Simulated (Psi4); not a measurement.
Psi4 input (wB97X-D/6-31G*):

```
memory 1500 MB

molecule {
-1 1
C    -0.01075073    0.64443952   -0.00020773
C     1.14148505   -0.05703999    0.00113003
F    -1.11822560   -0.31777191   -0.00099264
H     1.19675056   -1.15149369    0.00151889
H     2.08287389    0.48704365    0.00188105
symmetry c1
no_reorient
no_com
}

set {
  basis 6-31G*
  reference rks
  scf_type pk
  dft_radial_points 99
  dft_spherical_points 590
  e_convergence 1e-8
  d_convergence 1e-7
  maxiter 150
}

e = energy('wb97x-d')
print_out(f'\nFINAL {e:.10f} DIPOLE {variable("CURRENT DIPOLE")[0]:.6f} {variable("CURRENT DIPOLE")[1]:.6f} {variable("CURRENT DIPOLE")[2]:.6f}\n')
```

From the last part of the output:

```
      28A      1.481492    29A      1.567130    30A      1.707356
      31A      1.803414    32A      1.871335    33A      1.960271
      34A      2.033498    35A      2.075258    36A      2.223879
      37A      2.242475    38A      2.254585    39A      2.441591
      40A      2.510139    41A      2.547563    42A      2.694560
      43A      2.774058    44A      2.969578    45A      3.133203
      46A      3.361341    47A      4.334837    48A      4.462064
      49A      4.657951

    Final Occupation by Irrep:
              A
    DOCC [    12 ]
    NA   [    12 ]
    NB   [    12 ]

  @RKS Final Energy:  -177.09511952727334

   => Energetics <=

    Nuclear Repulsion Energy =             58.6216483180000125
    One-Electron Energy =                -365.8437822960381141
    Two-Electron Energy =                 145.5682933862813968
    DFT Exchange-Correlation Energy =     -15.4407632661981857
    Empirical Dispersion Energy =          -0.0005156693184770
    VV10 Nonlocal Energy =                  0.0000000000000000
    Total Energy =                       -177.0951195272733401

Computation Completed

Properties will be evaluated at   0.000000,   0.000000,   0.000000 [a0]

Properties computed using the SCF density matrix

 Multipole Moments:

 ------------------------------------------------------------------------------------
     Multipole            Electronic (a.u.)      Nuclear  (a.u.)        Total (a.u.)
 ------------------------------------------------------------------------------------

 L = 1.  Multiply by 2.5417464519 to convert [e a0] to [Debye]
 Dipole X            :          0.0775862           -0.0000001            0.0775861
 Dipole Y            :         -0.7379998           -0.0000001           -0.7379999
 Dipole Z            :          0.0003016           -0.0000000            0.0003015
 Magnitude           :                                                    0.7420671

 ------------------------------------------------------------------------------------

FINAL -177.0951195273 DIPOLE 0.077586 -0.738000 0.000302

*** Psi4 exiting successfully. Buy a developer a beer!
```

The dipole moment of an ion depends on the origin.
